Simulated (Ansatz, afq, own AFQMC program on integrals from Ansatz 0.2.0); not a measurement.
## HBr + O, triplet: a scan with AFQMC

```xyz
3

Br    0.0000    0.0000   -1.5079
H     0.0000    0.0000   -0.0873
O     0.0000    0.0000    1.5951
```

A hydrogen atom is moved from one rigid fragment to the other; the Br1–H2 distance tells how far. The two fragments are held close together, so this isn't a minimum-energy path and the start is a compressed complex. Energies in eV count from this geometry (1.421 Å) at the same level; the start stands on UHF, each point on the determinant named.

Basis cc-pVTZ. Noble-gas cores (and the filled d shells of Ga–Kr and In–Xe) are frozen. AFQMC by an in-house program on the Cholesky factors that Ansatz 0.2.0 writes for its CCSD(T) run. The CISD trial takes its coefficients from CCSD amplitudes. Released means that phaseless walkers are propagated on without the constraint, phases kept. Error bars are statistical, one sigma. No spin–orbit coupling.

Cautions, each for one point or more: inner d shell frozen; lower spins were not checked; no relativity below Rb; no spin-orbit coupling; the ph-AFQMC/CISD walk drifts between its halves; the search met a lower determinant of the same kind, perhaps of another symmetry; unrestricted determinant slightly spin contaminated; unrestricted determinant spin contaminated.

| r(Br1–H2) / Å | det. | T1 | weight | ⟨S²⟩ | CCSD(T) | ph-AFQMC/CISD | released AFQMC | CCSDT(Q) | wB97M-V | CCSD |
| --- | --- | --- | --- | --- | --- | --- | --- | --- | --- | --- |
| 1.618 | UHF | 0.014 | 0.88 | 2.01 | 0.381 | 0.373 ± 0.007 | – | 0.370 | 0.292 | 0.408 |
| 1.717 | UHF† | 0.025 | 0.86 | 2.11 | 0.522 | 0.530 ± 0.006 | – | 0.501 | 0.390 | 0.582 |
| 1.816 | UHF† | 0.028 | 0.86 | 2.15 | 0.452 | 0.450 ± 0.007 | 0.445 ± 0.011 | 0.429 | 0.300 | 0.519 |
| 1.915 | UHF† | 0.020 | 0.87 | 2.09 | 0.159 | 0.166 ± 0.007 | 0.162 ± 0.010 | 0.144 | 0.017 | 0.212 |
| 2.113 | UHF | 0.009 | 0.89 | 2.01 | -0.525 | -0.525 ± 0.006 | -0.522 ± 0.010 | -0.529 | -0.602 | -0.520 |

Weight is that of the determinant in the CISD state; at the start T1 is 0.008 and the weight 0.89, and ⟨S²⟩ is 2.01. A dagger marks points whose determinant fills other symmetries than the start's, so the wave-function levels may follow another state there, or a degenerate partner. A dash marks a missing value, a released energy that hasn't settled or a functional that sits on another state. Largest departures from CCSDT(Q), at the points where its series has closed: CCSD(T) 0.022 eV at 1.816 (on UHF), ph-AFQMC/CISD 0.029 eV at 1.717 (on UHF), released AFQMC 0.018 eV at 1.915 (on UHF) (within the noise), CCSD 0.090 eV at 1.816 (on UHF). The functionals aren't scored here. In total energy ph-AFQMC/CISD lies 15 ± 5 meV above CCSDT(Q) at the start, so its agreement along the curve rests in part on cancellation.

Some points may be missing: those where a free walk finds a much lower state, and past Zn most of those on another determinant than at the start.

CCSDT and higher add their correlation energy to the determinant of the CCSD(T) run, since their own runs factorise the integrals more tightly (a shift of under 2 meV). A walk keeps the symmetry of its determinant, which the program's search chose and which needn't be the lowest solution, so a lower state of the same spin and another symmetry isn't excluded. Released energies are given only where the last usable release times agree within the noise; a slower fall can still hide under it.
